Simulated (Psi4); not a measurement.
Psi4 input (wB97X-D/6-31G*):

```
memory 1500 MB

molecule {
0 2
C    -0.00903452   -0.16590223   -1.17724503
C     0.00142313    0.02613312    0.18544107
N     0.01028281    0.18882474    1.33990349
H     0.92041918   -0.21588433   -1.72503587
H    -0.94673049   -0.26727414   -1.70346476
symmetry c1
no_reorient
no_com
}

set {
  basis 6-31G*
  reference uks
  scf_type pk
  dft_radial_points 99
  dft_spherical_points 590
  e_convergence 1e-8
  d_convergence 1e-7
  maxiter 150
}

e = energy('wb97x-d')
print_out(f'\nFINAL {e:.10f} DIPOLE {variable("CURRENT DIPOLE")[0]:.6f} {variable("CURRENT DIPOLE")[1]:.6f} {variable("CURRENT DIPOLE")[2]:.6f}\n')
```

What final total energy does it give?

-132.04076 Eh.
